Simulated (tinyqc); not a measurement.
Inside a calculation (part 3 of 3). Method: UHF in the sto-3g basis, for NH3+, spin multiplicity 2. Computed by tinyqc, a small Python program that keeps every step (integrals from PySCF). Command: `OMP_NUM_THREADS=1 python tinyqc.py 30925 30926 out.jsonl` (the two numbers bound the seeds that draw the settings). One thread of a shared host (Intel(R) Xeon(R) Processor @ 2.60GHz), about 0.1 s of CPU time with the checks.

Geometry (angstrom):
```
atom        x        y       z
N      0.0000   0.0000  0.3090
H      0.9610   0.0000  0.0000
H     -0.4800   0.8320  0.0000
H     -0.4800  -0.8320  0.0000
```

## Iteration 2: diagonalisation and new density

F(alpha) (hartree):
```
           1N 1s    1N 2s   1N 2px   1N 2py   1N 2pz    2H 1s    3H 1s    4H 1s
1N 1s   -15.9261  -4.0495   0.0000   0.0000   0.0053  -1.0268  -1.0278  -1.0278
1N 2s    -4.0495  -2.5044   0.0001   0.0000   0.0467  -1.1278  -1.1285  -1.1285
1N 2px    0.0000   0.0001  -0.9218   0.0000   0.0000  -0.6358   0.3178   0.3178
1N 2py    0.0000   0.0000   0.0000  -0.9220   0.0000   0.0000  -0.5509   0.5509
1N 2pz    0.0053   0.0467   0.0000   0.0000  -0.9566   0.2216   0.2218   0.2218
2H 1s    -1.0268  -1.1278  -0.6358   0.0000   0.2216  -0.8992  -0.4110  -0.4110
3H 1s    -1.0278  -1.1285   0.3178  -0.5509   0.2218  -0.4110  -0.8997  -0.4111
4H 1s    -1.0278  -1.1285   0.3178   0.5509   0.2218  -0.4110  -0.4111  -0.8997
```

F(beta) (hartree):
```
           1N 1s    1N 2s   1N 2px   1N 2py   1N 2pz    2H 1s    3H 1s    4H 1s
1N 1s   -15.8995  -4.0192   0.0000   0.0000   0.0057  -1.0180  -1.0191  -1.0191
1N 2s    -4.0192  -2.3051   0.0000   0.0000   0.2341  -1.0822  -1.0829  -1.0829
1N 2px    0.0000   0.0000  -0.8612   0.0000  -0.0001  -0.6284   0.3141   0.3141
1N 2py    0.0000   0.0000   0.0000  -0.8614   0.0000   0.0000  -0.5444   0.5444
1N 2pz    0.0057   0.2341  -0.0001   0.0000  -0.2272   0.2135   0.2136   0.2136
2H 1s    -1.0180  -1.0822  -0.6284   0.0000   0.2135  -0.8902  -0.3965  -0.3965
3H 1s    -1.0191  -1.0829   0.3141  -0.5444   0.2136  -0.3965  -0.8907  -0.3966
4H 1s    -1.0191  -1.0829   0.3141   0.5444   0.2136  -0.3965  -0.3966  -0.8907
```

X:
```
              1        2        3        4        5        6        7        8
1N 1s   -0.3091   0.0000  -0.0004   0.7786   0.5992   0.0000   0.0000   0.1287
1N 2s    1.4625   0.0000   0.0013  -0.1552   0.1908   0.0000   0.0000   0.4102
1N 2px  -0.0012   0.0000   1.0366   0.0001   0.0000   0.6475   0.0000   0.0000
1N 2py   0.0000   1.0371   0.0000   0.0000   0.0000   0.0000   0.6474   0.0000
1N 2pz  -0.3703   0.0000  -0.0003  -0.6392   0.7312   0.0000   0.0000  -0.1043
2H 1s   -0.6668   0.0000  -1.0297  -0.1152  -0.0882   0.4350   0.0000   0.2986
3H 1s   -0.6690  -0.8914   0.5138  -0.1152  -0.0883  -0.2174   0.3766   0.2987
4H 1s   -0.6690   0.8914   0.5138  -0.1152  -0.0883  -0.2174  -0.3766   0.2987
```

Diagonalise F' = X^T F X, C = X C', fill 5 alpha and 4 beta electrons from the bottom; D(s) = C_occ C_occ^T. Each column has its largest component positive (the first on a tie).

F' = X^T F X (alpha) (hartree):
```
         1        2        3        4        5        6        7        8
1  -0.0320   0.0000  -0.0006   0.9567   0.6555   0.0000   0.0000  -0.1659
2   0.0000   0.2687   0.0000   0.0000   0.0000   0.0000  -0.0854   0.0000
3  -0.0006   0.0000   0.2682   0.0018   0.0013  -0.0854   0.0000   0.0000
4   0.9567   0.0000   0.0018  -8.6615  -6.7616   0.0007   0.0000  -3.0203
5   0.6555   0.0000   0.0013  -6.7616  -6.9142   0.0007   0.0000  -2.7318
6   0.0000   0.0000  -0.0854   0.0007   0.0007  -1.0621   0.0000   0.0004
7   0.0000  -0.0854   0.0000   0.0000   0.0000   0.0000  -1.0624   0.0000
8  -0.1659   0.0000   0.0000  -3.0203  -2.7318   0.0004   0.0000  -2.6955
```

orbital energies (alpha) (hartree): MO1 -15.9343, MO2 -1.6026, MO3 -1.0678, MO4 -1.0676, MO5 -0.9679, MO6 0.2016, MO7 0.2737, MO8 0.2742

coefficients C (alpha):
```
            MO1      MO2      MO3      MO4      MO5      MO6      MO7      MO8
1N 1s    0.9932  -0.2375   0.0000   0.0000  -0.0482  -0.1791  -0.0005   0.0000
1N 2s    0.0326   0.8417   0.0000   0.0001   0.2521   1.2627   0.0039   0.0000
1N 2px   0.0000  -0.0001   0.0000   0.7123  -0.0002   0.0027  -0.9932   0.0000
1N 2py   0.0000   0.0000   0.7123   0.0000   0.0000   0.0000   0.0000   0.9937
1N 2pz  -0.0030  -0.0618   0.0000   0.0002   0.9533  -0.4228  -0.0013   0.0000
2H 1s   -0.0066   0.1105   0.0000   0.3684  -0.0817  -0.7360   1.0526   0.0000
3H 1s   -0.0066   0.1107   0.3190  -0.1841  -0.0816  -0.7321  -0.5294  -0.9136
4H 1s   -0.0066   0.1107  -0.3190  -0.1841  -0.0816  -0.7321  -0.5294   0.9136
```

F' = X^T F X (beta) (hartree):
```
         1        2        3        4        5        6        7        8
1   0.0484   0.0000  -0.0006   0.9249   0.6932  -0.0001   0.0000  -0.0786
2   0.0000   0.3014   0.0000   0.0000   0.0000   0.0000  -0.0435   0.0000
3  -0.0006   0.0000   0.3008   0.0017   0.0014  -0.0434   0.0000   0.0001
4   0.9249   0.0000   0.0017  -8.3151  -7.1413   0.0008   0.0000  -3.0254
5   0.6932   0.0000   0.0014  -7.1413  -6.4512   0.0006   0.0000  -2.7104
6  -0.0001   0.0000  -0.0434   0.0008   0.0006  -1.0320   0.0000   0.0004
7   0.0000  -0.0435   0.0000   0.0000   0.0000   0.0000  -1.0322   0.0000
8  -0.0786   0.0000   0.0001  -3.0254  -2.7104   0.0004   0.0000  -2.6192
```

orbital energies (beta) (hartree): MO1 -15.9064, MO2 -1.4800, MO3 -1.0336, MO4 -1.0334, MO5 -0.1927, MO6 0.2421, MO7 0.3022, MO8 0.3028

coefficients C (beta):
```
            MO1      MO2      MO3      MO4      MO5      MO6      MO7      MO8
1N 1s    0.9939  -0.2217   0.0000   0.0000  -0.0877  -0.1808  -0.0006   0.0000
1N 2s    0.0297   0.7574   0.0000   0.0001   0.4463   1.2625   0.0046   0.0000
1N 2px   0.0000  -0.0001   0.0000   0.6809   0.0000   0.0033  -1.0150   0.0000
1N 2py   0.0000   0.0000   0.6808   0.0000   0.0000   0.0000   0.0000   1.0155
1N 2pz  -0.0031  -0.1454   0.0000   0.0000   0.9025  -0.5055  -0.0018   0.0000
2H 1s   -0.0061   0.1487   0.0000   0.4012  -0.1294  -0.7228   1.0402   0.0000
3H 1s   -0.0061   0.1488   0.3474  -0.2005  -0.1294  -0.7181  -0.5237  -0.9032
4H 1s   -0.0061   0.1488  -0.3474  -0.2005  -0.1294  -0.7181  -0.5237   0.9032
```

D(alpha) after iteration 2:
```
          1N 1s    1N 2s   1N 2px   1N 2py   1N 2pz    2H 1s    3H 1s    4H 1s
1N 1s    1.0452  -0.1797   0.0000   0.0000  -0.0343  -0.0289  -0.0289  -0.0289
1N 2s   -0.1797   0.7731   0.0000   0.0000   0.1882   0.0723   0.0723   0.0723
1N 2px   0.0000   0.0000   0.5074   0.0000   0.0000   0.2624  -0.1312  -0.1312
1N 2py   0.0000   0.0000   0.0000   0.5073   0.0000   0.0000   0.2272  -0.2272
1N 2pz  -0.0343   0.1882   0.0000   0.0000   0.9125  -0.0846  -0.0847  -0.0847
2H 1s   -0.0289   0.0723   0.2624   0.0000  -0.0846   0.1547  -0.0489  -0.0489
3H 1s   -0.0289   0.0723  -0.1312   0.2272  -0.0847  -0.0489   0.1546  -0.0489
4H 1s   -0.0289   0.0723  -0.1312  -0.2272  -0.0847  -0.0489  -0.0489   0.1546
```

D(beta) after iteration 2:
```
          1N 1s    1N 2s   1N 2px   1N 2py   1N 2pz    2H 1s    3H 1s    4H 1s
1N 1s    1.0369  -0.1384   0.0000   0.0000   0.0292  -0.0390  -0.0391  -0.0391
1N 2s   -0.1384   0.5745   0.0000   0.0000  -0.1102   0.1125   0.1125   0.1125
1N 2px   0.0000   0.0000   0.4637   0.0000   0.0000   0.2732  -0.1365  -0.1365
1N 2py   0.0000   0.0000   0.0000   0.4636   0.0000   0.0000   0.2365  -0.2365
1N 2pz   0.0292  -0.1102   0.0000   0.0000   0.0212  -0.0216  -0.0216  -0.0216
2H 1s   -0.0390   0.1125   0.2732   0.0000  -0.0216   0.1831  -0.0583  -0.0583
3H 1s   -0.0391   0.1125  -0.1365   0.2365  -0.0216  -0.0583   0.1831  -0.0583
4H 1s   -0.0391   0.1125  -0.1365  -0.2365  -0.0216  -0.0583  -0.0583   0.1831
```

## Iteration 10 (converged): orbitals

converged F(alpha) (hartree):
```
           1N 1s    1N 2s   1N 2px   1N 2py   1N 2pz    2H 1s    3H 1s    4H 1s
1N 1s   -15.9369  -4.0500   0.0000   0.0000   0.0050  -1.0272  -1.0282  -1.0282
1N 2s    -4.0500  -2.5256   0.0001   0.0000   0.0449  -1.1272  -1.1279  -1.1279
1N 2px    0.0000   0.0001  -0.9298   0.0000   0.0000  -0.6352   0.3175   0.3175
1N 2py    0.0000   0.0000   0.0000  -0.9301   0.0000   0.0000  -0.5503   0.5503
1N 2pz    0.0050   0.0449   0.0000   0.0000  -0.9595   0.2253   0.2255   0.2255
2H 1s    -1.0272  -1.1272  -0.6352   0.0000   0.2253  -0.8907  -0.4069  -0.4069
3H 1s    -1.0282  -1.1279   0.3175  -0.5503   0.2255  -0.4069  -0.8913  -0.4070
4H 1s    -1.0282  -1.1279   0.3175   0.5503   0.2255  -0.4069  -0.4070  -0.8913
```

converged F(beta) (hartree):
```
           1N 1s    1N 2s   1N 2px   1N 2py   1N 2pz    2H 1s    3H 1s    4H 1s
1N 1s   -15.9069  -4.0178   0.0000   0.0000   0.0059  -1.0177  -1.0187  -1.0187
1N 2s    -4.0178  -2.3135   0.0001   0.0000   0.2330  -1.0833  -1.0839  -1.0839
1N 2px    0.0000   0.0001  -0.8462   0.0000  -0.0001  -0.6303   0.3150   0.3150
1N 2py    0.0000   0.0000   0.0000  -0.8465   0.0000   0.0000  -0.5460   0.5460
1N 2pz    0.0059   0.2330  -0.0001   0.0000  -0.2317   0.2124   0.2126   0.2126
2H 1s    -1.0177  -1.0833  -0.6303   0.0000   0.2124  -0.8984  -0.3920  -0.3920
3H 1s    -1.0187  -1.0839   0.3150  -0.5460   0.2126  -0.3920  -0.8989  -0.3921
4H 1s    -1.0187  -1.0839   0.3150   0.5460   0.2126  -0.3920  -0.3921  -0.8989
```

As before.

F' = X^T F X (alpha) (hartree):
```
         1        2        3        4        5        6        7        8
1  -0.0527   0.0000  -0.0006   0.9738   0.6481   0.0000   0.0000  -0.1877
2   0.0000   0.2649   0.0000   0.0000   0.0000   0.0000  -0.0939   0.0000
3  -0.0006   0.0000   0.2644   0.0018   0.0013  -0.0939   0.0000   0.0000
4   0.9738   0.0000   0.0018  -8.6671  -6.7640   0.0007   0.0000  -3.0240
5   0.6481   0.0000   0.0013  -6.7640  -6.9222   0.0007   0.0000  -2.7337
6   0.0000   0.0000  -0.0939   0.0007   0.0007  -1.0638   0.0000   0.0004
7   0.0000  -0.0939   0.0000   0.0000   0.0000   0.0000  -1.0640   0.0000
8  -0.1877   0.0000   0.0000  -3.0240  -2.7337   0.0004   0.0000  -2.6951
```

orbital energies (alpha) (hartree): MO1 -15.9450, MO2 -1.6174, MO3 -1.0706, MO4 -1.0704, MO5 -0.9743, MO6 0.1996, MO7 0.2710, MO8 0.2715

coefficients C (alpha):
```
            MO1      MO2      MO3      MO4      MO5      MO6      MO7      MO8
1N 1s    0.9933  -0.2404   0.0000   0.0000  -0.0481  -0.1749  -0.0005   0.0000
1N 2s    0.0324   0.8626   0.0000   0.0002   0.2582   1.2473   0.0036   0.0000
1N 2px   0.0000  -0.0001   0.0000   0.7187  -0.0002   0.0025  -0.9886   0.0000
1N 2py   0.0000   0.0000   0.7186   0.0000   0.0000   0.0000   0.0000   0.9891
1N 2pz  -0.0030  -0.0603   0.0000   0.0002   0.9493  -0.4318  -0.0013   0.0000
2H 1s   -0.0066   0.0989   0.0000   0.3616  -0.0903  -0.7365   1.0550   0.0000
3H 1s   -0.0066   0.0990   0.3132  -0.1808  -0.0902  -0.7329  -0.5305  -0.9156
4H 1s   -0.0066   0.0990  -0.3132  -0.1808  -0.0902  -0.7329  -0.5305   0.9156
```

F' = X^T F X (beta) (hartree):
```
         1        2        3        4        5        6        7        8
1   0.0355   0.0000  -0.0006   0.9284   0.6954  -0.0001   0.0000  -0.0842
2   0.0000   0.3034   0.0000   0.0000   0.0000   0.0000  -0.0244   0.0000
3  -0.0006   0.0000   0.3029   0.0017   0.0014  -0.0243   0.0000   0.0001
4   0.9284   0.0000   0.0017  -8.3230  -7.1420   0.0008   0.0000  -3.0242
5   0.6954   0.0000   0.0014  -7.1420  -6.4559   0.0006   0.0000  -2.7119
6  -0.0001   0.0000  -0.0243   0.0008   0.0006  -1.0309   0.0000   0.0004
7   0.0000  -0.0244   0.0000   0.0000   0.0000   0.0000  -1.0311   0.0000
8  -0.0842   0.0000   0.0001  -3.0242  -2.7119   0.0004   0.0000  -2.6209
```

orbital energies (beta) (hartree): MO1 -15.9136, MO2 -1.4862, MO3 -1.0316, MO4 -1.0313, MO5 -0.1978, MO6 0.2333, MO7 0.3034, MO8 0.3039

coefficients C (beta):
```
            MO1      MO2      MO3      MO4      MO5      MO6      MO7      MO8
1N 1s    0.9939  -0.2226   0.0000   0.0000  -0.0871  -0.1796  -0.0005   0.0000
1N 2s    0.0294   0.7643   0.0000   0.0001   0.4449   1.2588   0.0038   0.0000
1N 2px   0.0000  -0.0001   0.0000   0.6663   0.0000   0.0028  -1.0247   0.0000
1N 2py   0.0000   0.0000   0.6662   0.0000   0.0000   0.0000   0.0000   1.0251
1N 2pz  -0.0030  -0.1451   0.0000   0.0000   0.9026  -0.5054  -0.0015   0.0000
2H 1s   -0.0060   0.1451   0.0000   0.4161  -0.1303  -0.7227   1.0347   0.0000
3H 1s   -0.0060   0.1453   0.3603  -0.2080  -0.1303  -0.7190  -0.5204  -0.8982
4H 1s   -0.0060   0.1453  -0.3603  -0.2080  -0.1303  -0.7190  -0.5204   0.8982
```

D(alpha) after iteration 10:
```
          1N 1s    1N 2s   1N 2px   1N 2py   1N 2pz    2H 1s    3H 1s    4H 1s
1N 1s    1.0467  -0.1877   0.0000   0.0000  -0.0341  -0.0260  -0.0260  -0.0260
1N 2s   -0.1877   0.8118   0.0000   0.0000   0.1930   0.0618   0.0618   0.0618
1N 2px   0.0000   0.0000   0.5165   0.0000   0.0000   0.2599  -0.1299  -0.1299
1N 2py   0.0000   0.0000   0.0000   0.5164   0.0000   0.0000   0.2250  -0.2250
1N 2pz  -0.0341   0.1930   0.0000   0.0000   0.9048  -0.0916  -0.0916  -0.0916
2H 1s   -0.0260   0.0618   0.2599   0.0000  -0.0916   0.1488  -0.0474  -0.0474
3H 1s   -0.0260   0.0618  -0.1299   0.2250  -0.0916  -0.0474   0.1487  -0.0474
4H 1s   -0.0260   0.0618  -0.1299  -0.2250  -0.0916  -0.0474  -0.0474   0.1487
```

D(beta) after iteration 10:
```
          1N 1s    1N 2s   1N 2px   1N 2py   1N 2pz    2H 1s    3H 1s    4H 1s
1N 1s    1.0375  -0.1409   0.0000   0.0000   0.0293  -0.0383  -0.0383  -0.0383
1N 2s   -0.1409   0.5850   0.0000   0.0000  -0.1110   0.1108   0.1108   0.1108
1N 2px   0.0000   0.0000   0.4440   0.0000   0.0000   0.2773  -0.1386  -0.1386
1N 2py   0.0000   0.0000   0.0000   0.4439   0.0000   0.0000   0.2400  -0.2400
1N 2pz   0.0293  -0.1110   0.0000   0.0000   0.0211  -0.0210  -0.0211  -0.0211
2H 1s   -0.0383   0.1108   0.2773   0.0000  -0.0210   0.1943  -0.0654  -0.0654
3H 1s   -0.0383   0.1108  -0.1386   0.2400  -0.0211  -0.0654   0.1942  -0.0654
4H 1s   -0.0383   0.1108  -0.1386  -0.2400  -0.0211  -0.0654  -0.0654   0.1942
```

## Convergence

Stop when the energy changes by less than 1e-10 hartree and every element of the error matrix X^T (F D S - S D F) X (for each spin) is below 3e-06.

Course of the cycle:
```
iteration  E (hartree)     change  largest element of the error matrix
1           -55.080943          -                             2.97e-01
2           -55.176691  -9.57e-02                             4.92e-02
3           -55.183028  -6.34e-03                             1.47e-02
4           -55.183599  -5.71e-04                             4.55e-03
5           -55.183703  -1.04e-04                             1.51e-03
6           -55.183720  -1.76e-05                             2.33e-04
7           -55.183721  -4.47e-07                             5.37e-05
8           -55.183721  -9.01e-09                             1.42e-05
9           -55.183721  -8.81e-10                             1.70e-06
10          -55.183721  -1.51e-11                             5.66e-08
```

PySCF UHF in the same basis, after a stability check = -55.183721 hartree

Converged in 10 iterations.

## Populations, bond orders and dipole

overlap S:
```
         1N 1s   1N 2s   1N 2px   1N 2py   1N 2pz    2H 1s    3H 1s    4H 1s
1N 1s   1.0000  0.2350   0.0000   0.0000   0.0000   0.0588   0.0588   0.0588
1N 2s   0.2350  1.0000   0.0000   0.0000   0.0000   0.4965   0.4968   0.4968
1N 2px  0.0000  0.0000   1.0000   0.0000   0.0000   0.4194  -0.2097  -0.2097
1N 2py  0.0000  0.0000   0.0000   1.0000   0.0000   0.0000   0.3634  -0.3634
1N 2pz  0.0000  0.0000   0.0000   0.0000   1.0000  -0.1349  -0.1350  -0.1350
2H 1s   0.0588  0.4965   0.4194   0.0000  -0.1349   1.0000   0.2020   0.2020
3H 1s   0.0588  0.4968  -0.2097   0.3634  -0.1350   0.2020   1.0000   0.2019
4H 1s   0.0588  0.4968  -0.2097  -0.3634  -0.1350   0.2020   0.2019   1.0000
```

Mulliken: Z minus the diagonal of D S on the atom; Loewdin: the same with S^(1/2) D S^(1/2); Mayer order: 2 sum_s sum (D(s) S)_ij (D(s) S)_ji over the two atoms.

Charges (e):
```
atom  Mulliken  Loewdin  Mulliken spin
1N     -0.1405   0.1723         1.1787
2H      0.3801   0.2760        -0.0596
3H      0.3802   0.2759        -0.0596
4H      0.3802   0.2759        -0.0596
```

Mayer bond orders:
```
pair   order
2-1   0.8385
3-1   0.8385
3-2   0.0067
4-1   0.8385
4-2   0.0067
4-3   0.0067
```

dipole moment about the origin, x y z (debye): 0.0018  0.0000  0.0207

<S^2> of the determinant (pure state: 0.75) = 0.7579
